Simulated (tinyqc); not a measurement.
UKS/LDA (PW92) in the sto-3g basis, for OH+, spin multiplicity 3, step by step (part 1 of 2). Computed by tinyqc, a small Python program that keeps every step (integrals from PySCF). Settings: charge = 1, multiplicity = 3, basis = sto-3g, energy threshold = 1e-10, iteration cap = 81, orthogonalisation = canonical, start = Wolfsberg-Helmholz matrix, DIIS depth = 0, method = UKS, functional = lda,pw, grid = [20, 50]. Command: `OMP_NUM_THREADS=1 python tinyqc.py 28773 28774 out.jsonl` (the two numbers bound the seeds that draw the settings). One thread of a shared host (Intel(R) Xeon(R) Processor @ 2.60GHz), about 1 s of CPU time with the checks. Later iterations appear only in the table of the cycle.

## One-electron integrals

Geometry (angstrom):
```
atom         x         y         z
O     0.000000  0.000000  0.000000
H     0.000000  0.000000  1.401000
```

Basis sto-3g: exponents (1/bohr^2) and contraction coefficients of normalised primitives:
```
element  l (shell)    exponent  coefficient
O            s (1)  130.709320     0.154329
O            s (1)   23.808861     0.535328
O            s (1)    6.443608     0.444635
O            s (2)    5.033151    -0.099967
O            s (2)    1.169596     0.399513
O            s (2)    0.380389     0.700115
O            p (3)    5.033151     0.155916
O            p (3)    1.169596     0.607684
O            p (3)    0.380389     0.391957
H            s (1)    3.425251     0.154329
H            s (1)    0.623914     0.535328
H            s (1)    0.168855     0.444635
```

Overlap, kinetic and nuclear-attraction integrals over the contracted functions; the nuclear repulsion is the sum of Za Zb / Rab.

nuclear repulsion = 3.02171141 hartree

overlap S, order 1O 1s, 1O 2s, 1O 2px, 1O 2py, 1O 2pz, 2H 1s:
$$\begin{pmatrix}
1.000000 & 0.236704 & 0.000000 & 0.000000 & 0.000000 & 0.019145 \\
0.236704 & 1.000000 & 0.000000 & 0.000000 & 0.000000 & 0.236723 \\
0.000000 & 0.000000 & 1.000000 & 0.000000 & 0.000000 & 0.000000 \\
0.000000 & 0.000000 & 0.000000 & 1.000000 & 0.000000 & 0.000000 \\
0.000000 & 0.000000 & 0.000000 & 0.000000 & 1.000000 & 0.229425 \\
0.019145 & 0.236723 & 0.000000 & 0.000000 & 0.229425 & 1.000000
\end{pmatrix}$$

kinetic energy T (hartree), order 1O 1s, 1O 2s, 1O 2px, 1O 2py, 1O 2pz, 2H 1s:
$$\begin{pmatrix}
29.003200 & -0.168011 & 0.000000 & 0.000000 & 0.000000 & -0.006086 \\
-0.168011 & 0.808128 & 0.000000 & 0.000000 & 0.000000 & 0.003755 \\
0.000000 & 0.000000 & 2.528731 & 0.000000 & 0.000000 & 0.000000 \\
0.000000 & 0.000000 & 0.000000 & 2.528731 & 0.000000 & 0.000000 \\
0.000000 & 0.000000 & 0.000000 & 0.000000 & 2.528731 & 0.059140 \\
-0.006086 & 0.003755 & 0.000000 & 0.000000 & 0.059140 & 0.760032
\end{pmatrix}$$

nuclear attraction V (hartree), order 1O 1s, 1O 2s, 1O 2px, 1O 2py, 1O 2pz, 2H 1s:
$$\begin{pmatrix}
-60.996169 & -7.272486 & 0.000000 & 0.000000 & -0.007246 & -0.601314 \\
-7.272486 & -9.429430 & 0.000000 & 0.000000 & -0.091037 & -1.576739 \\
0.000000 & 0.000000 & -9.341170 & 0.000000 & 0.000000 & 0.000000 \\
0.000000 & 0.000000 & 0.000000 & -9.341170 & 0.000000 & 0.000000 \\
-0.007246 & -0.091037 & 0.000000 & 0.000000 & -9.388235 & -1.324266 \\
-0.601314 & -1.576739 & 0.000000 & 0.000000 & -1.324266 & -4.229723
\end{pmatrix}$$

core Hamiltonian H = T + V (hartree), order 1O 1s, 1O 2s, 1O 2px, 1O 2py, 1O 2pz, 2H 1s:
$$\begin{pmatrix}
-31.992969 & -7.440497 & 0.000000 & 0.000000 & -0.007246 & -0.607400 \\
-7.440497 & -8.621302 & 0.000000 & 0.000000 & -0.091037 & -1.572984 \\
0.000000 & 0.000000 & -6.812439 & 0.000000 & 0.000000 & 0.000000 \\
0.000000 & 0.000000 & 0.000000 & -6.812439 & 0.000000 & 0.000000 \\
-0.007246 & -0.091037 & 0.000000 & 0.000000 & -6.859504 & -1.265126 \\
-0.607400 & -1.572984 & 0.000000 & 0.000000 & -1.265126 & -3.469691
\end{pmatrix}$$

## Two-electron integrals

Functions are numbered as in S; the eight-fold symmetry (ij|kl) = (ji|kl) = (kl|ij) leaves the list below.

Two-electron integrals (ij|kl) in chemists' order, unique and non-zero (hartree):
```
(11|11) 4.785065   (21|11) 0.741380   (21|21) 0.136873   (22|11) 1.118947
(22|21) 0.256633   (22|22) 0.817206   (31|31) 0.024477   (32|31) 0.037809
(32|32) 0.180518   (33|11) 1.115814   (33|21) 0.256684   (33|22) 0.817023
(33|33) 0.880159   (41|41) 0.024477   (42|41) 0.037809   (42|42) 0.180518
(43|43) 0.047444   (44|11) 1.115814   (44|21) 0.256684   (44|22) 0.817023
(44|33) 0.785270   (44|44) 0.880159   (51|51) 0.024477   (52|51) 0.037809
(52|52) 0.180518   (53|53) 0.047444   (54|54) 0.047444   (55|11) 1.115814
(55|21) 0.256684   (55|22) 0.817023   (55|33) 0.785270   (55|44) 0.785270
(55|55) 0.880159   (61|11) 0.060591   (61|21) 0.011105   (61|22) 0.020737
(61|33) 0.020701   (61|44) 0.020701   (61|51) 0.000474   (61|52) 0.000902
(61|55) 0.020811   (61|61) 0.000911   (62|11) 0.177325   (62|21) 0.041313
(62|22) 0.149676   (62|33) 0.147004   (62|44) 0.147004   (62|51) 0.003041
(62|52) 0.025360   (62|55) 0.154867   (62|61) 0.003420   (62|62) 0.036899
(63|31) 0.003936   (63|32) 0.024293   (63|53) 0.004991   (63|63) 0.004764
(64|41) 0.003936   (64|42) 0.024293   (64|54) 0.004991   (64|64) 0.004764
(65|11) 0.141349   (65|21) 0.033313   (65|22) 0.129037   (65|33) 0.123557
(65|44) 0.123557   (65|51) 0.006013   (65|52) 0.044268   (65|55) 0.139848
(65|61) 0.002850   (65|62) 0.038791   (65|65) 0.045144   (66|11) 0.375297
(66|21) 0.088778   (66|22) 0.370812   (66|33) 0.358547   (66|44) 0.358547
(66|51) 0.006906   (66|52) 0.082202   (66|55) 0.395009   (66|61) 0.007369
(66|62) 0.126420   (66|65) 0.152560   (66|66) 0.774606
```

## Orthogonalisation

S = U s U^T; canonical form X = U s^(-1/2), so that X^T S X = 1. Each column of U has its largest component positive (the first on a tie).

eigenvalues of S: [0.628643, 0.848139, 1.000000, 1.000000, 1.134545, 1.388673]

X, order 1O 1s, 1O 2s, 1O 2px, 1O 2py, 1O 2pz, 2H 1s:
$$\begin{pmatrix}
-0.452343 & 0.671645 & 0.000000 & 0.000000 & -0.540091 & 0.337123 \\
0.770896 & -0.397194 & 0.000000 & 0.000000 & -0.335261 & 0.512738 \\
0.000000 & 0.000000 & 0.299579 & 0.954071 & 0.000000 & 0.000000 \\
0.000000 & 0.000000 & 0.954071 & -0.299579 & 0.000000 & 0.000000 \\
0.467694 & 0.629661 & 0.000000 & 0.000000 & 0.595957 & 0.297950 \\
-0.757031 & -0.416786 & 0.000000 & 0.000000 & 0.349497 & 0.504763
\end{pmatrix}$$

Within a degenerate level the vectors are fixed only up to a rotation; this is one choice.

## Starting guess

The start is the generalised Wolfsberg-Helmholz matrix (K = 1.75) built on H; D(s) = C_occ C_occ^T for each spin.

D(alpha) at the start, order 1O 1s, 1O 2s, 1O 2px, 1O 2py, 1O 2pz, 2H 1s:
$$\begin{pmatrix}
1.051719 & -0.219228 & 0.000000 & 0.000000 & 0.023558 & -0.056330 \\
-0.219228 & 0.935767 & 0.000000 & 0.000000 & -0.088812 & 0.177307 \\
0.000000 & 0.000000 & 1.000000 & 0.000000 & 0.000000 & 0.000000 \\
0.000000 & 0.000000 & 0.000000 & 1.000000 & 0.000000 & 0.000000 \\
0.023558 & -0.088812 & 0.000000 & 0.000000 & 0.938189 & 0.102709 \\
-0.056330 & 0.177307 & 0.000000 & 0.000000 & 0.102709 & 0.049194
\end{pmatrix}$$

D(beta) at the start, order 1O 1s, 1O 2s, 1O 2px, 1O 2py, 1O 2pz, 2H 1s:
$$\begin{pmatrix}
1.051719 & -0.219228 & 0.000000 & 0.000000 & 0.023558 & -0.056330 \\
-0.219228 & 0.935767 & 0.000000 & 0.000000 & -0.088812 & 0.177307 \\
0.000000 & 0.000000 & 0.000000 & 0.000000 & 0.000000 & 0.000000 \\
0.000000 & 0.000000 & 0.000000 & 0.000000 & 0.000000 & 0.000000 \\
0.023558 & -0.088812 & 0.000000 & 0.000000 & 0.938189 & 0.102709 \\
-0.056330 & 0.177307 & 0.000000 & 0.000000 & 0.102709 & 0.049194
\end{pmatrix}$$

## Iteration 1: exchange-correlation on the grid

Becke grid with 20 radial and 50 angular points per atom, points of zero weight dropped. rho = sum D_ij phi_i phi_j; V_xc,ij = sum w v_xc phi_i phi_j; v_xc is d(rho eps)/d rho(s) for spin s.

The 12 grid points with the largest w rho, of 1991 (bohr, atomic units):
```
x                  y          z         w  rho(alpha)  rho(beta)     eps_xc  v_xc(alpha)
-0.315102  -0.315102  -0.945307  0.084623    0.249414   0.215915  -0.637862    -0.850908
-0.315102   0.315102  -0.945307  0.084623    0.249414   0.215915  -0.637862    -0.850908
0.315102   -0.315102  -0.945307  0.084623    0.249414   0.215915  -0.637862    -0.850908
0.315102    0.315102  -0.945307  0.084623    0.249414   0.215915  -0.637862    -0.850908
-0.738980   0.000000  -0.738980  0.094697    0.249522   0.157402  -0.616389    -0.844127
0.000000   -0.738980  -0.738980  0.094697    0.249522   0.157402  -0.616389    -0.844127
0.000000    0.738980  -0.738980  0.094697    0.249522   0.157402  -0.616389    -0.844127
0.738980    0.000000  -0.738980  0.094697    0.249522   0.157402  -0.616389    -0.844127
0.738980    0.000000   0.738980  0.093450    0.231852   0.139731  -0.600169    -0.823818
0.000000   -0.738980   0.738980  0.093450    0.231852   0.139731  -0.600169    -0.823818
0.000000    0.738980   0.738980  0.093450    0.231852   0.139731  -0.600169    -0.823818
-0.738980   0.000000   0.738980  0.093450    0.231852   0.139731  -0.600169    -0.823818
```

electrons on the grid, sum of w rho = 7.999839

E_xc = sum of w rho eps_xc = -7.90137219 hartree

V_xc(alpha) (hartree), order 1O 1s, 1O 2s, 1O 2px, 1O 2py, 1O 2pz, 2H 1s:
$$\begin{pmatrix}
-2.929318 & -0.425181 & 0.000000 & 0.000000 & 0.001119 & -0.034908 \\
-0.425181 & -0.818253 & 0.000000 & 0.000000 & 0.004909 & -0.133359 \\
0.000000 & 0.000000 & -0.810362 & 0.000000 & 0.000000 & 0.000000 \\
0.000000 & 0.000000 & 0.000000 & -0.810362 & 0.000000 & 0.000000 \\
0.001119 & 0.004909 & 0.000000 & 0.000000 & -0.819888 & -0.109657 \\
-0.034908 & -0.133359 & 0.000000 & 0.000000 & -0.109657 & -0.283767
\end{pmatrix}$$

V_xc(beta) (hartree), order 1O 1s, 1O 2s, 1O 2px, 1O 2py, 1O 2pz, 2H 1s:
$$\begin{pmatrix}
-2.894103 & -0.398878 & 0.000000 & 0.000000 & 0.001408 & -0.032896 \\
-0.398878 & -0.687652 & 0.000000 & 0.000000 & 0.006611 & -0.117989 \\
0.000000 & 0.000000 & -0.650001 & 0.000000 & 0.000000 & 0.000000 \\
0.000000 & 0.000000 & 0.000000 & -0.650001 & 0.000000 & 0.000000 \\
0.001408 & 0.006611 & 0.000000 & 0.000000 & -0.747870 & -0.103270 \\
-0.032896 & -0.117989 & 0.000000 & 0.000000 & -0.103270 & -0.279302
\end{pmatrix}$$

## Iteration 1: building the Kohn-Sham matrix

J_ij = sum D_kl (ij|kl) with D = D(alpha) + D(beta); F = H + J + V_xc; E = tr D H + tr D J / 2 + E_xc + E_nn.

Coulomb J (hartree), order 1O 1s, 1O 2s, 1O 2px, 1O 2py, 1O 2pz, 2H 1s:
$$\begin{pmatrix}
16.041530 & 2.963942 & 0.000000 & 0.000000 & -0.005925 & 0.240813 \\
2.963942 & 7.016085 & 0.000000 & 0.000000 & -0.016509 & 1.246536 \\
0.000000 & 0.000000 & 6.975566 & 0.000000 & 0.000000 & 0.000000 \\
0.000000 & 0.000000 & 0.000000 & 6.975566 & 0.000000 & 0.000000 \\
-0.005925 & -0.016509 & 0.000000 & 0.000000 & 7.074557 & 1.064390 \\
0.240813 & 1.246536 & 0.000000 & 0.000000 & 1.064390 & 3.062167
\end{pmatrix}$$

F(alpha) (hartree), order 1O 1s, 1O 2s, 1O 2px, 1O 2py, 1O 2pz, 2H 1s:
$$\begin{pmatrix}
-18.880756 & -4.901736 & 0.000000 & 0.000000 & -0.012053 & -0.401494 \\
-4.901736 & -2.423470 & 0.000000 & 0.000000 & -0.102637 & -0.459807 \\
0.000000 & 0.000000 & -0.647235 & 0.000000 & 0.000000 & 0.000000 \\
0.000000 & 0.000000 & 0.000000 & -0.647235 & 0.000000 & 0.000000 \\
-0.012053 & -0.102637 & 0.000000 & 0.000000 & -0.604834 & -0.310393 \\
-0.401494 & -0.459807 & 0.000000 & 0.000000 & -0.310393 & -0.691291
\end{pmatrix}$$

F(beta) (hartree), order 1O 1s, 1O 2s, 1O 2px, 1O 2py, 1O 2pz, 2H 1s:
$$\begin{pmatrix}
-18.845542 & -4.875432 & 0.000000 & 0.000000 & -0.011763 & -0.399482 \\
-4.875432 & -2.292869 & 0.000000 & 0.000000 & -0.100936 & -0.444437 \\
0.000000 & 0.000000 & -0.486874 & 0.000000 & 0.000000 & 0.000000 \\
0.000000 & 0.000000 & 0.000000 & -0.486874 & 0.000000 & 0.000000 \\
-0.011763 & -0.100936 & 0.000000 & 0.000000 & -0.532817 & -0.304006 \\
-0.399482 & -0.444437 & 0.000000 & 0.000000 & -0.304006 & -0.686826
\end{pmatrix}$$

total energy of this density = -73.55265849 hartree

## Iteration 1: diagonalisation and new density

Diagonalise F' = X^T F X, C = X C', fill 5 alpha and 3 beta electrons from the bottom; D(s) = C_occ C_occ^T. Each column has its largest component positive (the first on a tie).

F' = X^T F X (alpha) (hartree):
$$\begin{pmatrix}
-2.000811 & 2.978684 & 0.000000 & 0.000000 & -2.951257 & 2.106127 \\
2.978684 & -6.367544 & 0.000000 & 0.000000 & 6.321206 & -4.756608 \\
0.000000 & 0.000000 & -0.647235 & 0.000000 & 0.000000 & 0.000000 \\
0.000000 & 0.000000 & 0.000000 & -0.647235 & 0.000000 & 0.000000 \\
-2.951257 & 6.321206 & 0.000000 & 0.000000 & -7.675462 & 5.446706 \\
2.106127 & -4.756608 & 0.000000 & 0.000000 & 5.446706 & -5.209171
\end{pmatrix}$$

orbital energies (alpha) (hartree): MO1 -18.892273, MO2 -1.244257, MO3 -0.705317, MO4 -0.647235, MO5 -0.647235, MO6 -0.411141

coefficients C (alpha), order 1O 1s, 1O 2s, 1O 2px, 1O 2py, 1O 2pz, 2H 1s:
$$\begin{pmatrix}
0.993375 & -0.257206 & 0.085750 & 0.000000 & 0.000000 & -0.027729 \\
0.026950 & 0.974136 & -0.385034 & 0.000000 & 0.000000 & 0.171540 \\
0.000000 & 0.000000 & 0.000000 & 0.722896 & -0.690956 & 0.000000 \\
0.000000 & 0.000000 & 0.000000 & 0.690956 & 0.722896 & 0.000000 \\
0.001719 & 0.156292 & 0.597579 & 0.000000 & 0.000000 & 0.823175 \\
-0.004149 & 0.122513 & 0.663173 & 0.000000 & 0.000000 & -0.817873
\end{pmatrix}$$

F' = X^T F X (beta) (hartree):
$$\begin{pmatrix}
-1.936006 & 2.964226 & 0.000000 & 0.000000 & -2.957405 & 2.161358 \\
2.964226 & -6.315756 & 0.000000 & 0.000000 & 6.351931 & -4.761387 \\
0.000000 & 0.000000 & -0.486874 & 0.000000 & 0.000000 & 0.000000 \\
0.000000 & 0.000000 & 0.000000 & -0.486874 & 0.000000 & 0.000000 \\
-2.957405 & 6.351931 & 0.000000 & 0.000000 & -7.617429 & 5.423952 \\
2.161358 & -4.761387 & 0.000000 & 0.000000 & 5.423952 & -5.143070
\end{pmatrix}$$

orbital energies (beta) (hartree): MO1 -18.856064, MO2 -1.127175, MO3 -0.664563, MO4 -0.486874, MO5 -0.486874, MO6 -0.364457

coefficients C (beta), order 1O 1s, 1O 2s, 1O 2px, 1O 2py, 1O 2pz, 2H 1s:
$$\begin{pmatrix}
0.993698 & -0.249668 & 0.103556 & 0.000000 & 0.000000 & -0.024003 \\
0.025692 & 0.944346 & -0.460427 & 0.000000 & 0.000000 & 0.151331 \\
0.000000 & 0.000000 & 0.000000 & 0.247954 & 0.968772 & 0.000000 \\
0.000000 & 0.000000 & 0.000000 & 0.968772 & -0.247954 & 0.000000 \\
0.001645 & 0.169494 & 0.500298 & 0.000000 & 0.000000 & 0.883244 \\
-0.003943 & 0.184105 & 0.733592 & 0.000000 & 0.000000 & -0.742747
\end{pmatrix}$$

D(alpha) after iteration 1, order 1O 1s, 1O 2s, 1O 2px, 1O 2py, 1O 2pz, 2H 1s:
$$\begin{pmatrix}
1.060301 & -0.256798 & 0.000000 & 0.000000 & 0.012751 & 0.021234 \\
-0.256798 & 1.097917 & 0.000000 & 0.000000 & -0.077793 & -0.136111 \\
0.000000 & 0.000000 & 1.000000 & 0.000000 & 0.000000 & 0.000000 \\
0.000000 & 0.000000 & 0.000000 & 1.000000 & 0.000000 & 0.000000 \\
0.012751 & -0.077793 & 0.000000 & 0.000000 & 0.381531 & 0.415439 \\
0.021234 & -0.136111 & 0.000000 & 0.000000 & 0.415439 & 0.454825
\end{pmatrix}$$

D(beta) after iteration 1, order 1O 1s, 1O 2s, 1O 2px, 1O 2py, 1O 2pz, 2H 1s:
$$\begin{pmatrix}
1.060494 & -0.257922 & 0.000000 & 0.000000 & 0.011126 & 0.026085 \\
-0.257922 & 1.104442 & 0.000000 & 0.000000 & -0.070247 & -0.164009 \\
0.000000 & 0.000000 & 0.000000 & 0.000000 & 0.000000 & 0.000000 \\
0.000000 & 0.000000 & 0.000000 & 0.000000 & 0.000000 & 0.000000 \\
0.011126 & -0.070247 & 0.000000 & 0.000000 & 0.279029 & 0.398213 \\
0.026085 & -0.164009 & 0.000000 & 0.000000 & 0.398213 & 0.572068
\end{pmatrix}$$

Within a degenerate level the vectors are fixed only up to a rotation; this is one choice.

## Iteration 2: exchange-correlation on the grid

As before.

The 12 grid points with the largest w rho, of 1991 (bohr, atomic units):
```
x                  y          z         w  rho(alpha)  rho(beta)     eps_xc  v_xc(alpha)
0.738980    0.738980   0.000000  0.094690    0.250213   0.066117  -0.596934    -0.831614
0.738980   -0.738980   0.000000  0.094690    0.250213   0.066117  -0.596934    -0.831614
-0.738980   0.738980   0.000000  0.094690    0.250213   0.066117  -0.596934    -0.831614
-0.738980  -0.738980   0.000000  0.094690    0.250213   0.066117  -0.596934    -0.831614
0.738980    0.000000  -0.738980  0.094697    0.202741   0.100421  -0.568074    -0.786069
0.000000    0.738980  -0.738980  0.094697    0.202741   0.100421  -0.568074    -0.786069
0.000000   -0.738980  -0.738980  0.094697    0.202741   0.100421  -0.568074    -0.786069
-0.738980   0.000000  -0.738980  0.094697    0.202741   0.100421  -0.568074    -0.786069
0.603375    0.603375  -0.603375  0.088484    0.219708   0.090012  -0.577568    -0.803432
0.603375   -0.603375  -0.603375  0.088484    0.219708   0.090012  -0.577568    -0.803432
-0.603375   0.603375  -0.603375  0.088484    0.219708   0.090012  -0.577568    -0.803432
-0.603375  -0.603375  -0.603375  0.088484    0.219708   0.090012  -0.577568    -0.803432
```

electrons on the grid, sum of w rho = 7.999475

E_xc = sum of w rho eps_xc = -7.55711643 hartree

V_xc(alpha) (hartree), order 1O 1s, 1O 2s, 1O 2px, 1O 2py, 1O 2pz, 2H 1s:
$$\begin{pmatrix}
-2.922864 & -0.418590 & 0.000000 & 0.000000 & 0.000811 & -0.034356 \\
-0.418590 & -0.789581 & 0.000000 & 0.000000 & -0.003232 & -0.137860 \\
0.000000 & 0.000000 & -0.795229 & 0.000000 & 0.000000 & 0.000000 \\
0.000000 & 0.000000 & 0.000000 & -0.795229 & 0.000000 & 0.000000 \\
0.000811 & -0.003232 & 0.000000 & 0.000000 & -0.763729 & -0.120673 \\
-0.034356 & -0.137860 & 0.000000 & 0.000000 & -0.120673 & -0.440349
\end{pmatrix}$$

V_xc(beta) (hartree), order 1O 1s, 1O 2s, 1O 2px, 1O 2py, 1O 2pz, 2H 1s:
$$\begin{pmatrix}
-2.884627 & -0.389485 & 0.000000 & 0.000000 & 0.000989 & -0.032114 \\
-0.389485 & -0.645064 & 0.000000 & 0.000000 & -0.003434 & -0.121534 \\
0.000000 & 0.000000 & -0.625464 & 0.000000 & 0.000000 & 0.000000 \\
0.000000 & 0.000000 & 0.000000 & -0.625464 & 0.000000 & 0.000000 \\
0.000989 & -0.003434 & 0.000000 & 0.000000 & -0.668603 & -0.114293 \\
-0.032114 & -0.121534 & 0.000000 & 0.000000 & -0.114293 & -0.451993
\end{pmatrix}$$

## Iteration 2: building the Kohn-Sham matrix

As before.

Coulomb J (hartree), order 1O 1s, 1O 2s, 1O 2px, 1O 2py, 1O 2pz, 2H 1s:
$$\begin{pmatrix}
15.332656 & 2.801164 & 0.000000 & 0.000000 & 0.005070 & 0.227883 \\
2.801164 & 6.585275 & 0.000000 & 0.000000 & 0.089670 & 1.223244 \\
0.000000 & 0.000000 & 6.568672 & 0.000000 & 0.000000 & 0.000000 \\
0.000000 & 0.000000 & 0.000000 & 6.568672 & 0.000000 & 0.000000 \\
0.005070 & 0.089670 & 0.000000 & 0.000000 & 6.595706 & 1.083446 \\
0.227883 & 1.223244 & 0.000000 & 0.000000 & 1.083446 & 3.443723
\end{pmatrix}$$

F(alpha) (hartree), order 1O 1s, 1O 2s, 1O 2px, 1O 2py, 1O 2pz, 2H 1s:
$$\begin{pmatrix}
-19.583178 & -5.057922 & 0.000000 & 0.000000 & -0.001365 & -0.413873 \\
-5.057922 & -2.825608 & 0.000000 & 0.000000 & -0.004600 & -0.487600 \\
0.000000 & 0.000000 & -1.038997 & 0.000000 & 0.000000 & 0.000000 \\
0.000000 & 0.000000 & 0.000000 & -1.038997 & 0.000000 & 0.000000 \\
-0.001365 & -0.004600 & 0.000000 & 0.000000 & -1.027527 & -0.302353 \\
-0.413873 & -0.487600 & 0.000000 & 0.000000 & -0.302353 & -0.466317
\end{pmatrix}$$

F(beta) (hartree), order 1O 1s, 1O 2s, 1O 2px, 1O 2py, 1O 2pz, 2H 1s:
$$\begin{pmatrix}
-19.544940 & -5.028817 & 0.000000 & 0.000000 & -0.001187 & -0.411630 \\
-5.028817 & -2.681091 & 0.000000 & 0.000000 & -0.004801 & -0.471273 \\
0.000000 & 0.000000 & -0.869231 & 0.000000 & 0.000000 & 0.000000 \\
0.000000 & 0.000000 & 0.000000 & -0.869231 & 0.000000 & 0.000000 \\
-0.001187 & -0.004801 & 0.000000 & 0.000000 & -0.932401 & -0.295973 \\
-0.411630 & -0.471273 & 0.000000 & 0.000000 & -0.295973 & -0.477961
\end{pmatrix}$$

total energy of this density = -73.48225573 hartree
